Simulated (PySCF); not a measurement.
# Static response to an electric field

Compound: C2H6OP2.
Structure used (GFN2-xTB), in Å, numbered top down from 1:
```
atom  x, y, z in Å
C1    -1.2385    0.5657   -0.3455
O2    -0.3077   -0.4349   -0.6784
C3     0.2469   -1.0658    0.4367
P4     1.5720   -0.0749    1.3726
P5     2.3823    1.1373   -0.0318
H6    -1.5776    1.0021   -1.2827
H7    -2.0916    0.1411    0.1956
H8    -0.7778    1.3447    0.2773
H9    -0.5287   -1.3401    1.1646
H10    0.7261   -1.9835    0.0803
H11    1.6001    0.7111   -1.1152
```

Level: PBE0/def2-SVPD (PySCF), static field, nuclei fixed, core orbitals frozen in the response. The polarisability tensor in these axes (au):

```
x    88.13  12.60  -1.59
y    12.60  79.36 -11.55
z    -1.59 -11.55  78.52
```

Question: What are the eigenvalues, a third of the trace, and Δα (Δα² = ½Σ(αi − αj)² over the three pairs)?

Answer: Principal values 64.45, 81.20 and 100.36 au; mean 82.01 au = 12.15 Å³ = 13.52 × 10⁻⁴⁰ C²·m²/J; Δα = 31.12 au (38 % of the mean).

Question: What is the dipole moment, and where does it point?

Answer: (-1.95, -0.57, -0.18) D, 2.04 D in size, pointing from the negative to the positive side. Measured along this direction, the outermost atoms are P5 at the negative end and H7 at the positive end.

Question: What are the principal values of the traceless quadrupole moment, Θ = ½Σq(3rr − r²1), about the centre of nuclear charge?

Answer: -6.65, 1.81, 4.84 D·Å. The values depend on the origin, since the dipole doesn't vanish. The electronic extent ⟨r²⟩ about the same centre is 723 bohr², a root-mean-square distance of 1.90 Å for the 56 electrons.

Question: What depolarisation ratio follows for Rayleigh scattering of linearly polarised light, taking the static tensor?

Answer: ρ = 3Δα²/(45ᾱ² + 4Δα²) = 2905.8/(302620 + 3874.4) = 0.00948.

Question: Estimate the molar refractivity from the static electronic polarisability.

Answer: Lorentz–Lorenz: R = (4π/3)N_A α = 2.5225 cm³/(mol·Å³) × 12.15 Å³ = 30.7 cm³/mol, in the limit of long wavelengths.

Question: Directions of the eigenvectors, and the extent of the frame along each?

Answer: Largest value along (0.69, 0.62, -0.38), where the nuclei span 3.99 Å; middle along (0.63, -0.26, 0.73), 4.21 Å; least along (-0.36, 0.74, 0.57), 3.12 Å. The strongest response doesn't lie along the longest of the three spans.

Geometry: GFN2-xTB, one conformer, isolated molecule.
